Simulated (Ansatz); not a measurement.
Ideal-gas functions of C₂H₆Al, SMILES `[CH2][AlH][CH3]` radical at 400 K and 1 bar, from an Ansatz frequency run at PBE0-D4/def2-TZVP.

Molar mass 57.05 g/mol, point group Cs (symmetry number 1), electronic degeneracy 2, moments of inertia 22.434, 93.55, 112.894 u Å². Harmonic wavenumbers (cm⁻¹, unscaled): 38, 176, 199, 405, 500, 592, 613, 672, 698, 717, 779, 1219, 1388, 1440, 1441, 1906, 3034, 3104, 3110, 3129, 3193.

Use S(trans) = R[1.5 ln M + 2.5 ln T − 1.1517]; rotational temperatures θ = 24.2544 K / I; S(rot) = R[ln(√π/σ · √(T³/θAθBθC)) + 1.5]; for each mode x = 1.438777 ν̃/T, S = R[x/(eˣ − 1) − ln(1 − e⁻ˣ)] and H = RT x/(eˣ − 1); 1 cm⁻¹ = 0.0119627 kJ/mol; R = 8.31446 J/(mol·K).

Problem. By hand: the entropy, in J/(mol·K).

Solution. Translation 165.4. Rotation: θ = 1.0811, 0.2593, 0.2148 K, giving 103.6. Vibration, mode by mode: 24.87, 12.25, 11.27, 5.88, 4.47, 3.44, 3.24, 2.74, 2.55, 2.42, 2.03, 0.56, 0.34, 0.29, 0.29, 0.07, 0.00, 0.00, 0.00, 0.00, 0.00, in all 76.7. Electronic 5.8. Sum 351.5 J/(mol·K).

Problem. By hand: H − E and G − E in kJ/mol, counted from the electronic energy.

Solution. Zero-point energy ½ × 28353 × 0.0119627 = 169.6; thermal vibration 15.6; translation, rotation and pV give 4 RT = 13.3. H − E = 198.5 kJ/mol, and G − E = 198.5 − 400 × 351.5/1000 = 57.9 kJ/mol.

Vibration gives 22 % of the entropy, 24.9 J/(mol·K) of it from the mode under 150 cm⁻¹: soft modes count most, and the harmonic formula is weakest for them.
